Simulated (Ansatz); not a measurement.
# HN–CH2, H$_{2}$Si–NH, H2Ge–NH: atomization energies

Ansatz 0.2.0, basis cc-pVDZ; geometries are PBE0/def2-TZVP minima. Wave-function levels freeze the cores with the filled d shells of p-block atoms; HF, MP2 and coupled cluster are restricted for singlets and unrestricted otherwise, atoms included (their steps beyond CCSDT(Q) come from restricted open-shell runs), restricted open-shell where a d shell is frozen. The reference is CCSDTQ (coupled cluster only where its series has nearly closed). An error is the level's value less the reference. None of these values is a measured one. Energies are electronic, without zero-point terms. No spin–orbit coupling and no scalar relativity. The set is small: it underbinds, by tens of kJ/mol for each bond, so near ties and functionals' places can change in larger sets. The species are chosen: bound, without strong static correlation by their natural occupations or amplitudes, in their lowest spin state as far as vertical gaps and like structures tell, and with a ladder that closes on the reference, so errors are smaller than for species at large; levels whose determinant breaks symmetry or spin markedly are left out.

```csv
species,bonds (Å),quantity,symmetry of the states,reference,value (kJ/mol),error CCSD,error CCSD(T),error CCSDT,error CCSDT(Q)
"HN–CH2, singlet","C–N 1.261, C–H 1.092/1.096, N–H 1.021, angles at C 116/119/125°, angles at N 111°",atomization,A',CCSDTQ,1674.9,-25.1,-2.0,-1.9,0.2
"H2Ge–NH, singlet","N–Ge 1.703, Ge–H 1.529/1.543, N–H 1.020, angles at N 111°, angles at Ge 113/118/129°",atomization,A',CCSDTQ,1161.2,-30.9,-3.6,-2.9,0.7
```

**Question.** One member is withheld: H2Si–NH, singlet (N–Si 1.593, Si–H 1.477/1.490, N–H 1.012, angles at N 121°, angles at Si 112/118/129°), where CCSD gives 1257.7 kJ/mol for the atomization. Estimate from the other members what CCSDTQ gives.

**Answer.** The errors of CCSD for the others average -28.0 kJ/mol; taking that off gives 1285.7, which misses by 1.3, against 26.7 without the correction. The computed value at CCSDTQ is 1284.4 kJ/mol. Errors against it: CCSD -26.7, CCSD(T) -3.0, CCSDT -2.3, CCSDT(Q) 0.6.

The reference falls from C to Ge, by 513.7 kJ/mol in all.
